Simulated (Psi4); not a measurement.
**NO+ (nitrosonium) at 3 levels**

Wanted: a comparison of 3 runs (B2PLYP/aug-cc-pVTZ, wB97M-V/aug-cc-pVTZ, MP3/aug-cc-pVTZ) of NO+ (nitrosonium). 

The calculation is run with Psi4 1.11.

### Step 1. The structure to begin with

NO+: 2 atoms, total charge +1, spin state singlet. As SMILES, `N#[O+]`. The N1–O2 distance was set to 1.223 Å, away from the relaxed value.

Bond lengths: N1–O2 1.223 Å.

### Step 2. The energy at B2PLYP/aug-cc-pVTZ (density fitting for correlation) (run 1)

job.in

```
memory 1600 MB

molecule mol {
  1 1
  N      0.00000000     0.00000000    -0.30137352
  O      0.00000000     0.00000000     2.00919461
  units au
  symmetry c1
  no_reorient
  no_com
}

set {
  basis aug-cc-pVTZ
  puream true
  e_convergence 1e-09
  d_convergence 1e-08
  scf_type pk
  dft_radial_points 99
  dft_spherical_points 590
  num_frozen_docc 2
}

e = energy('b2plyp')
```

Launch:

```
$ psi4 -n 1 job.in job.out
```

job.out:

```text
[...]
  Running in c1 symmetry.
[...]
  Nuclear repulsion =   24.236463436375711
[...]
  Multiplicity = 1
[...]
  Nalpha       = 7
  Nbeta        = 7
[...]
    Number of basis functions: 92
[...]
   @RKS iter   1:  -129.26167122591022   -2.54427e-01   3.38197e-03 DIIS/ADIIS
[...]
   @RKS iter  10:  -129.30784583067725   -5.40012e-13   1.01920e-09 DIIS
[...]
    Orbital Energies [Eh]
    ---------------------
    Doubly Occupied:
       1A    -20.372675     2A    -15.538629     3A     -1.789395
       4A     -1.225085     5A     -0.991480     6A     -0.972649
       7A     -0.972649
[...]
  @RKS Final Energy:  -129.30784583067725
   => Energetics <=
    Nuclear Repulsion Energy =             24.2364634363757112
    One-Electron Energy =                -218.2571882733753910
    Two-Electron Energy =                  71.7989162649500088
    DFT Exchange-Correlation Energy =      -7.0860372586275853
    Empirical Dispersion Energy =           0.0000000000000000
    VV10 Nonlocal Energy =                  0.0000000000000000
    Total Energy =                       -129.3078458306772518
[...]
 Multipole Moments:
 ------------------------------------------------------------------------------------
     Multipole            Electronic (a.u.)      Nuclear  (a.u.)        Total (a.u.)
 ------------------------------------------------------------------------------------
 L = 1.  Multiply by 2.5417464519 to convert [e a0] to [Debye]
 Dipole X            :         -0.0000000            0.0000000           -0.0000000
 Dipole Y            :         -0.0000000            0.0000000           -0.0000000
 Dipole Z            :        -13.3901571           13.9639422            0.5737851
 Magnitude           :                                                    0.5737851
[...]
```

Wall time 6.9 s (1 thread of Intel Xeon Platinum 8259CL at 2.50GHz (Skylake/Cascade Lake), shared host); peak memory 0.65 GiB.

### Step 3. A single-point energy at wB97M-V/aug-cc-pVTZ (run 2)

no_ase.py

```python
import numpy as np
from ase.calculators.psi4 import Psi4
from ase import Atoms

atoms = Atoms(['N', 'O'], positions=[
    [0.000000, 0.000000, -0.159480],
    [0.000000, 0.000000, 1.063220],
])
calc = Psi4(atoms=atoms, method='wb97m-v', basis='aug-cc-pVTZ', memory='1600MB', num_threads=1, charge=1, multiplicity=1, label='no', reference='rks')
calc.psi4.set_options({'puream': True, 'e_convergence': 1e-09, 'd_convergence': 1e-08, 'scf_type': 'pk', 'dft_radial_points': 99, 'dft_spherical_points': 590})
atoms.calc = calc

print(f'energy: {atoms.get_potential_energy():.6f} eV')
```

Launch:

```
$ python no_ase.py
```

no.dat:

```text
[...]
  Running in c1 symmetry.
[...]
  Nuclear repulsion =   24.236463398642350
[...]
  Multiplicity = 1
[...]
  Nalpha       = 7
  Nbeta        = 7
[...]
    Number of basis functions: 92
[...]
   @RKS iter   1:  -129.45739717236305   -3.01800e-01   3.42710e-03 ADIIS/DIIS
[...]
   @RKS iter   9:  -129.50949366078402   -1.48930e-11   7.19333e-09 DIIS
[...]
    Orbital Energies [Eh]
    ---------------------
    Doubly Occupied:
       1A    -19.965258     2A    -15.179885     3A     -1.763183
       4A     -1.232291     5A     -1.009305     6A     -1.009305
       7A     -1.008321
[...]
  @RKS Final Energy:  -129.50949366078402
   => Energetics <=
    Nuclear Repulsion Energy =             24.2364633986423499
    One-Electron Energy =                -218.3312586210158770
    Two-Electron Energy =                  75.3587137506560083
    DFT Exchange-Correlation Energy =     -10.8334219313298483
    Empirical Dispersion Energy =           0.0000000000000000
    VV10 Nonlocal Energy =                  0.0600097422633672
    Total Energy =                       -129.5094936607840168
[...]
 Multipole Moments:
 ------------------------------------------------------------------------------------
     Multipole            Electronic (a.u.)      Nuclear  (a.u.)        Total (a.u.)
 ------------------------------------------------------------------------------------
 L = 1.  Multiply by 2.5417464519 to convert [e a0] to [Debye]
 Dipole X            :          0.0000000            0.0000000            0.0000000
 Dipole Y            :          0.0000000            0.0000000            0.0000000
 Dipole Z            :         -0.3101454            0.0046361           -0.3055094
 Magnitude           :                                                    0.3055094
[...]
```

The script printed:

```text
energy: -3524.132826 eV
```

Run time: 25 s. Hardware: 1 thread of Intel Xeon Platinum 8259CL at 2.50GHz (Skylake/Cascade Lake), shared host; peak memory 0.81 GiB.

### Step 4. A single-point energy at MP3/aug-cc-pVTZ (run 3)

run_ase.py

```python
import numpy as np
from ase.calculators.psi4 import Psi4
from ase import Atoms

mol = Atoms(['N', 'O'], positions=[
    [0.000000, 0.000000, -0.159480],
    [0.000000, 0.000000, 1.063220],
])
calc = Psi4(atoms=mol, method='mp3', basis='aug-cc-pVTZ', memory='1600MB', num_threads=1, charge=1, multiplicity=1, label='no')
calc.psi4.set_options({'puream': True, 'e_convergence': 1e-09, 'd_convergence': 1e-08, 'scf_type': 'pk', 'num_frozen_docc': 2, 'mp_type': 'conv'})
mol.calc = calc

print(f'energy: {mol.get_potential_energy():.6f} eV')
```

Launch:

```
$ python run_ase.py
```

no.dat:

```text
[...]
  Running in c1 symmetry.
[...]
  Nuclear repulsion =   24.236463398642350
[...]
  Multiplicity = 1
[...]
  Nalpha       = 7
  Nbeta        = 7
[...]
    Number of basis functions: 92
[...]
   @RHF iter   1:  -128.78438814893892   -4.76153e-01   4.61917e-03 ADIIS/DIIS
[...]
   @RHF iter  10:  -128.87124940875566   -5.42855e-12   3.91367e-09 DIIS
[...]
    Orbital Energies [Eh]
    ---------------------
    Doubly Occupied:
       1A    -21.210285     2A    -16.293085     3A     -1.993378
       4A     -1.372718     5A     -1.112144     6A     -1.056552
       7A     -1.056552
[...]
  @RHF Final Energy:  -128.87124940875566
   => Energetics <=
    Nuclear Repulsion Energy =             24.2364633986423499
    One-Electron Energy =                -218.0259983289782042
    Two-Electron Energy =                  64.9182855215802022
    Total Energy =                       -128.8712494087556593
[...]
 Multipole Moments:
 ------------------------------------------------------------------------------------
     Multipole            Electronic (a.u.)      Nuclear  (a.u.)        Total (a.u.)
 ------------------------------------------------------------------------------------
 L = 1.  Multiply by 2.5417464519 to convert [e a0] to [Debye]
 Dipole X            :          0.0000000            0.0000000            0.0000000
 Dipole Y            :         -0.0000000            0.0000000           -0.0000000
 Dipole Z            :         -0.4625263            0.0046361           -0.4578903
 Magnitude           :                                                    0.4578903
[...]
	SCS-MP2 Total Energy (a.u.)        :  -129.33243103573952
	SOS-MP2 Total Energy (a.u.)        :  -129.32536581492604
[...]
	SOS-PI-MP2 Total Energy (a.u.)     :  -129.36029784616994
[...]
	MP2 Total Energy (a.u.)            :  -129.34656147736646
[...]
	SCS-MP3 Total Energy (a.u.)        :  -129.31766799752580
[...]
	MP3 Total Energy (a.u.)            :  -129.28750932451163
[...]
```

On the terminal:

```text
energy: -3518.092324 eV
```

It took 9.3 s on 1 thread of Intel Xeon Platinum 8259CL at 2.50GHz (Skylake/Cascade Lake), shared host; peak memory 1 GiB.

### Step 5. All runs side by side

```tsv
run	level	fitting correlation	frozen core orbitals	energy (Eh)	HOMO energy (eV)	LUMO energy (eV)	HOMO–LUMO gap (eV)	wall time
1	B2PLYP/aug-cc-pVTZ (density fitting for correlation)	density fitting	2	-129.475914	-26.47	-12.89	13.58	6.9 s
2	wB97M-V/aug-cc-pVTZ	–	0	-129.509494	-27.44	-11.97	15.47	25 s
3	MP3/aug-cc-pVTZ	none	2	-129.287509	-28.75	-9.64	19.11	9.3 s
```

### Step 6. Summary of results

| quantity | value |
| --- | --- |
| run 3: total energy | -129.28751 Eh |
| run 3: HOMO energy (Hartree–Fock orbitals) | -28.75 eV |
| run 3: LUMO energy (Hartree–Fock orbitals) | -9.64 eV |
| run 3: HOMO–LUMO gap (Hartree–Fock orbitals) | 19.11 eV |
| run 3: correlation energy (2 core orbitals frozen) | -416.3 mEh |

What this shows: Totals of different functionals can't be ranked against each other. All runs together took 41 s, the longest 25 s.
